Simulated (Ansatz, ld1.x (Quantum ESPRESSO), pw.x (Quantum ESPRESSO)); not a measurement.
carbon (C): does the RRKJ potential hold in the solid?

* Element: carbon (C)
* Generator: ld1.x (Quantum ESPRESSO) 7.5
* Type: norm-conserving RRKJ (Kleinman–Bylander form)
* Functional: PBEsol
* Relativity: scalar-relativistic
* Frozen core: [He]
* Valence charge: 4
* Reference configuration: 2s1.75 2p2.25
* Partial waves: 2p (bound): rc 2.95 bohr; 3d channel at 0.2 Ry: rc 2.25 bohr; 2s (bound): rc 1.35 bohr
* Local potential: the s channel
* Core correction: a·sin(br)/r model core inside 1.10 bohr
* rho0: 0.001

Atomic tests: cutoffs needed: 30 Ry and 70 Ry (the cutoffs (Ry, on a coarse ladder) from which the occupation-weighted sum of valence levels, in a spherical-Bessel basis at the reference potential, stays within 10 and 1 mRy of its value at 400 Ry); ghost test: no extra level below or beside the all-electron valence levels (p, d, s, f tested) (spherical-Bessel basis up to 400 Ry, 20 bohr box); configuration tests: 1 of 7 tests not solved or not reliable.

Crystal test: bcc C in pw.x 7.5, no spin, 18³ k-points, Fermi–Dirac smearing 0.01 Ry, cutoffs 85/340 Ry. The reference is all-electron LAPW (Ansatz 0.2.0) with the same functional, mesh and smearing; V0 and B0 come from Birch–Murnaghan fits to the pressures at five volumes. Errors are pseudo minus all-electron; Δ is the rms difference of the E(V) curves that follow from these fits, minima aligned, over ±6 % about the mean V0. Mesh and smearing are coarse, so the numbers serve the comparison and aren't converged zero-temperature values; the lattice is a test structure that the element need not adopt.

```tsv
V (Å³/atom)	P all-electron (GPa)	P pseudo (GPa)
5.998	17.37	4.81
6.156	10.47	1.23
6.314	4.37	-2.09
6.472	-1.02	-5.15
6.630	-5.76	-7.95
```

All-electron: a0 = 2.344 Å (V0 = 6.44 Å³/atom), B0 = 211.3 GPa.

Pseudopotential: mean pressure error (GPa): -6.92; a0 (Å): 2.316; a0 error (%): -1.19; B0 error (%): -37.6; Δ (meV/atom): 9.7. The largest radius (2.95 bohr) exceeds half the bond length (1.91 bohr), so the spheres overlap, which is one possible source of error among others. This is a poor potential for the solid. Atomic configuration tests: 1 of 7 tests not solved or not reliable.

Q: At the middle volume, how do free energy and pressure move when the wave cutoff is lowered (ecutrho kept at four times it)?

A:

| cutoff (Ry) | shift of F (meV/atom) | shift of P (GPa) |
| --- | --- | --- |
| 38 | +39.8 | -0.16 |
| 51 | +33.1 | -1.07 |
| 68 | +8.6 | -1.07 |

Input at the middle volume:

```
&control
  calculation='scf', prefix='x', pseudo_dir='./', outdir='./tmp', tstress=.true., disk_io='none'
/
&system
  ibrav=0, nat=1, ntyp=1, ecutwfc=85, ecutrho=340, nbnd=9,
  occupations='smearing', smearing='fd', degauss=0.01
/
&electrons
  conv_thr=1e-09, mixing_beta=0.4, electron_maxstep=70
/
ATOMIC_SPECIES
C 1.0 C.UPF
CELL_PARAMETERS angstrom
  -1.16434459 1.16434459 1.16434459
  1.16434459 -1.16434459 1.16434459
  1.16434459 1.16434459 -1.16434459
ATOMIC_POSITIONS crystal
C 0.0000 0.0000 0.0000
K_POINTS automatic
18 18 18 0 0 0
```

```bash
pw.x < C.scf.in > C.scf.out
```

Lines of the output:

```
Message from routine setup:
     using ibrav=0 with symmetry is DISCOURAGED, use correct ibrav instead
     lattice parameter (alat)  =       3.8110  a.u.
     unit-cell volume          =      42.6090 (a.u.)^3
     number of electrons       =         4.00
     number of Kohn-Sham states=            9
     kinetic-energy cutoff     =      85.0000  Ry
     charge density cutoff     =     340.0000  Ry
     scf convergence threshold =      1.0E-09
     Exchange-correlation= PBESOL
     number of k points=   195  Fermi-Dirac smearing, width (Ry)=  0.0100
     iteration #  1     ecut=    85.00 Ry     beta= 0.40
     total energy              =     -10.77632267 Ry
     estimated scf accuracy    <       0.00081774 Ry
     iteration #  2     ecut=    85.00 Ry     beta= 0.40
     total energy              =     -10.77640216 Ry
     estimated scf accuracy    <       0.00030025 Ry
     iteration #  3     ecut=    85.00 Ry     beta= 0.40
     total energy              =     -10.77640465 Ry
     estimated scf accuracy    <       0.00000022 Ry
     iteration #  4     ecut=    85.00 Ry     beta= 0.40
     total energy              =     -10.77640466 Ry
     estimated scf accuracy    <       0.00000001 Ry
     iteration #  5     ecut=    85.00 Ry     beta= 0.40
     the Fermi energy is    13.0225 ev
!    total energy              =     -10.77640466 Ry
     estimated scf accuracy    <          3.7E-11 Ry
     smearing contrib. (-TS)   =      -0.00158179 Ry
     The total energy is F=E-TS. E is the sum of the following terms:
     one-electron contribution =       5.51587632 Ry
     hartree contribution      =       0.17022559 Ry
     xc contribution           =      -3.22910716 Ry
     ewald contribution        =     -13.23181761 Ry
     convergence has been achieved in   5 iterations
          total   stress  (Ry/bohr**3)                   (kbar)     P=      -20.89
     Message from routine punch:
     Nothing written, as per user request (disk_io='none')
```

The run at the middle volume (195 k-points, 5 iterations) took about 15 s on one core of a shared host (Neoverse-N1, 64 threads, 498 GiB, load 16).
